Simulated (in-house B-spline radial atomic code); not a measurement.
The numbers below are computed, except where a source is named.
**Cl ion on Si atom: potential, deflection and energy transfer**

The pair potential comes from two frozen, spherical free-atom densities (PBE, B-spline radial code, scalar-relativistic past argon): electrostatics plus the change in Thomas-Fermi kinetic and Dirac exchange energy where they overlap, the recipe behind the universal ZBL potential, which averages such potentials (from solid-state densities) over many pairs. It is written V = (Z1 Z2 e²/r) φ(r/a), with e² = 14.3996 eV·Å and a = 0.46850 Å/(Z1^0.23 + Z2^0.23); ZBL's fit is φ = 0.18175 e^(−3.1998x) + 0.50986 e^(−0.94229x) + 0.28022 e^(−0.4029x) + 0.02817 e^(−0.20162x). Where φ falls below 4e-4 it is continued as an exponential.

Masses 35.45 and 28.09 u.

```json
{"x = r/a": "0.1", "φ, this pair": "0.9022", "φ, ZBL": "0.8928"}
{"x = r/a": "0.25", "φ, this pair": "0.7836", "φ, ZBL": "0.7647"}
{"x = r/a": "0.5", "φ, this pair": "0.6388", "φ, ZBL": "0.6096"}
{"x = r/a": "1", "φ, this pair": "0.4468", "φ, ZBL": "0.4164"}
{"x = r/a": "1.5", "φ, this pair": "0.3247", "φ, ZBL": "0.2995"}
{"x = r/a": "2", "φ, this pair": "0.2421", "φ, ZBL": "0.2218"}
{"x = r/a": "3", "φ, this pair": "0.1443", "φ, ZBL": "0.1292"}
{"x = r/a": "4", "φ, this pair": "0.09035", "φ, ZBL": "0.08026"}
{"x = r/a": "5", "φ, this pair": "0.05939", "φ, ZBL": "0.05224"}
{"x = r/a": "6.5", "φ, this pair": "0.03456", "φ, ZBL": "0.02914"}
{"x = r/a": "8", "φ, this pair": "0.02054", "φ, ZBL": "0.01705"}
{"x = r/a": "10", "φ, this pair": "0.009867", "φ, ZBL": "0.008778"}
{"x = r/a": "12", "φ, this pair": "0.004773", "φ, ZBL": "0.00474"}
{"x = r/a": "14.5", "φ, this pair": "0.002142", "φ, ZBL": "0.002328"}
{"x = r/a": "17", "φ, this pair": "0.001061", "φ, ZBL": "0.001212"}
```

(1) At x = 5 the electrostatic, kinetic and exchange parts are 77.37, 286.21 and -37.45 eV. Find r, V and φ.

(2) The ion comes in at 62.11 keV with impact parameter 0.0624 Å. The scattering integral gives a centre-of-mass angle of 65.26° and a closest approach of 0.8144 a. What are the reduced energy, the energy passed on and the laboratory angles?

Results:

(1) a = 0.46850/(1.9187 + 1.8349) = 0.12481 Å, so r = 0.62407 Å. V = 77.37 + 286.21 + (-37.45) = 326.13 eV. The bare repulsion is 17 × 14 × 14.3996/0.62407 = 5491.5 eV, so φ = 0.0594, +13.7 % against ZBL's 0.0522. The kinetic (Pauli) term is 88 % of V here.

(2) ε = E a M2/(Z1 Z2 e² (M1 + M2)) = 62110 × 1.6101e-05 = 1. The most that one collision can pass on is γE with γ = 4 M1 M2/(M1 + M2)² = 0.9866. Here T = γE sin²(θ/2) = 0.9866 × 62110 × 0.2907 = 17820 eV. The ion turns by arctan(sin θ/(cos θ + M1/M2)) = 28.4°, and the struck atom leaves at (180° − θ)/2 = 57.4°. The closest approach is 0.102 Å. With ZBL the angle would be 63.04° and T = 16750 eV.
